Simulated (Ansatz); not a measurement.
**Relative stability**

The two ends of one reaction step of C$_{2}$H$_{8}$N, doublet (PBE0-D4/def2-TZVP).

A:

| atom | x (Å) | y (Å) | z (Å) |
| --- | --- | --- | --- |
| H1 | 0.3443 | 0.4987 | 1.6395 |
| C2 | 1.2364 | 0.4406 | 0.9981 |
| N3 | 1.0399 | 0.8566 | -0.3793 |
| C4 | -1.8037 | -1.0802 | -0.8750 |
| H5 | 1.5919 | -0.5924 | 1.0172 |
| H6 | 2.0153 | 1.0540 | 1.4570 |
| H7 | 0.7149 | 1.8144 | -0.4171 |
| H8 | 0.3229 | 0.2888 | -0.8176 |
| H9 | -2.4474 | -0.3265 | -1.3048 |
| H10 | -1.7129 | -1.1638 | 0.1984 |
| H11 | -1.3017 | -1.7903 | -1.5163 |

B:

```
11
angstrom
H -0.9750 -0.6371 0.3512
C 1.5304 0.6071 0.9640
N 1.4610 0.9307 -0.3805
C -1.7534 -0.8955 -0.3675
H 2.2107 -0.1865 1.2422
H 1.3473 1.4055 1.6701
H 0.7272 1.5738 -0.6343
H 1.4986 0.1498 -1.0170
H -2.1730 0.0146 -0.7971
H -2.5446 -1.4540 0.1321
H -1.3292 -1.5084 -1.1633
```

Program: Ansatz 0.2.0. Basis: def2-TZVPP. Cores are frozen in the correlated methods; orbitals are unrestricted. B3LYP uses VWN-RPA correlation.

(1) Which structure is lower at CCSD(T), and by how much? (An estimate is asked for; the value comes from the calculation.)

The T1 diagnostic stays at or below 0.014. ⟨S²⟩ of the unrestricted Hartree–Fock references: 0.76 (a pure state has 0.75).

## Answers

(1) Computed: B, by 0.506 eV (electronic energy, against the other). By their contacts, A is a complex of CH₅N ([CH3][NH2]) + CH₃ and B is a complex of CH₄N ([CH2][NH2]) + CH₄.

All methods give the same order:

```
      method  E(B) − E(A) (eV)
       SPW92            -0.774
      PBE-D4            -0.649
     BLYP-D4            -0.636
   r2SCAN-D4            -0.569
      B97M-V            -0.572
     PBE0-D4            -0.593
    B3LYP-D4            -0.604
  r2SCAN0-D4            -0.544
    BHLYP-D4            -0.538
CAM-B3LYP-D4            -0.606
     wB97X-V            -0.597
     wB97M-V            -0.586
      B2PLYP            -0.575
    PBE-QIDH            -0.542
  RPA on PBE            -0.532
          HF            -0.367
         MP2            -0.505
        CCSD            -0.485
     CCSD(T)            -0.506
```

Labels in which every atom is bracketed show which atoms are joined, not bond orders.

For scale, one of the runs: CCSD(T)/def2-TZVPP, 205 basis functions (an equivalent command: `ansatz run in.yaml --threads 4`). The run took 2.4 min on 4 CPU threads (shared host), with 7.3 GiB of host memory at its peak.
